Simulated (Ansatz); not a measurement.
# CH3AlN: the cost of one run

All numbers below are computed with Ansatz 0.2.0 (RKS PBE0/def2-mTZVP).

**1. Starting point**

Bond lengths: C1–N2 1.319 Å, C1–Al3 1.956 Å, N2–Al3 1.892 Å, C1–H4 1.095 Å, N2–H5 1.026 Å, Al3–H6 1.516 Å. Angles: C1–N2–Al3 72.6°, C1–N2–H5 120.8°, Al3–N2–H5 166.6°, N2–C1–Al3 67.4°, N2–C1–H4 122.6°, Al3–C1–H4 170.1°, C1–Al3–N2 40.0°, C1–Al3–H6 166.6°, N2–Al3–H6 153.4°.

Structure file:

```xyz
6

C    -0.6315   -0.6072   -0.2316
N     0.4020    0.0613   -0.7044
Al    0.1785    0.5689    1.1045
H    -1.2060   -1.3126   -0.8410
H     0.7061   -0.0602   -1.6764
H     0.5509    1.3498    2.3489
```

**2. Relaxing end A**

input.yaml reads:

```yaml
crystal:
  periodic: [false, false, false]
  atoms:
    - { symbol: C, position_ang: [-0.63153, -0.60717, -0.23161] }
    - { symbol: "N", position_ang: [0.40202, 0.06131, -0.70436] }
    - { symbol: Al, position_ang: [0.17853, 0.56895, 1.10448] }
    - { symbol: H, position_ang: [-1.20603, -1.3126, -0.84104] }
    - { symbol: H, position_ang: [0.70607, -0.06025, -1.67639] }
    - { symbol: H, position_ang: [0.55094, 1.34977, 2.34892] }
total_charge: 1
basis:
  gaussian: { orbitals: def2-mTZVP }
hamiltonian:
  xc: pbe0
relax:
  f_tol: 0.02
  max_steps: 50
output:
  orbitals: {}
```

The run is started by

```console
$ ansatz run input.yaml --threads 1 --pin off --max-ram 2048MiB --backend cpu --events-out ev --progress --plain --runs-dir out
```

Q: Estimate wall time and peak memory on 1 thread of Intel Xeon Platinum 8259CL at 2.50GHz (Skylake/Cascade Lake), shared host.

About 17 s, with a peak of 0.15 GiB.
